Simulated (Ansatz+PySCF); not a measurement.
The numbers below are computed, except where a source is named.
## Ansatz (development build ahead of 0.2.0) run

```yaml
crystal:
  periodic: [false, false, false]
  atoms:
    - { symbol: B, position_ang: [0.0, 0.0, -0.759] }
    - { symbol: B, position_ang: [0.0, 0.0, 0.759] }
basis:
  gaussian: { orbitals: cc-pVTZ }
magnetization:
  initial_magnetization: 2
hamiltonian:
  xc: hf
correlation:
  method: mp2
  frozen_orbitals: { B: 1 }
output:
  forces: true
```

The input is written out in the form of the current development build from the run's settings. Correlation on restricted open-shell orbitals is semicanonical, with singles.

The run gave:

| Quantity | Value |
| --- | --- |
| Converged | yes |
| Reference energy | -49.09696 hartree |
| Correlation energy | -0.11023 hartree |
| Total energy | -49.20719 hartree |
| Spin squared of the determinant | 2.000 |
| Stability test | minimum among restricted orbitals |

Forces (eV/Å):
```csv
atom,Fx,Fy,Fz
B1,0.000,0.000,-5.778
B2,0.000,0.000,5.778
```

Caution: an unrestricted determinant lies well below; forces differ strongly between restricted and unrestricted references; the determinant breaks the point group; another reference gives a lower total.
